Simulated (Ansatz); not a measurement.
input.yaml

```yaml
crystal:
  periodic: [false, false, false]
  atoms:
    - { symbol: Si, position_ang: [-0.749739, 0.11543, 0.534424] }
    - { symbol: "N", position_ang: [0.845834, -0.195402, -0.416397] }
    - { symbol: O, position_ang: [-1.256064, 0.780977, -0.811834] }
    - { symbol: H, position_ang: [0.032819, 0.367209, -1.117388] }
    - { symbol: H, position_ang: [-0.40222, 0.93251, 1.717391] }
    - { symbol: H, position_ang: [-1.254312, -1.200583, 0.983339] }
    - { symbol: H, position_ang: [1.68019, 0.334289, -0.195601] }
    - { symbol: H, position_ang: [1.103592, -1.13453, -0.693837] }
basis:
  gaussian: { orbitals: def2-SVP }
hamiltonian:
  xc: { name: BHLYP }
md:
  timestep: 0.5
  n_steps: 200
  ensemble: nve
  temperature: 300.0
  initial_velocities: maxwell_boltzmann
  seed: 2479
```

Launched with:

```bash
$ ansatz run input.yaml --threads 1 --pin off --max-ram 2048MiB --backend cpu --events-out ev --progress --plain --runs-dir out
```

Hardware: 1 thread of Arm Neoverse V1, on a shared host.

**Question.** Roughly how long does this run take, and how much memory?

**Answer.** 6.9 min, with a peak of 0.12 GiB, for 201 ionic steps.
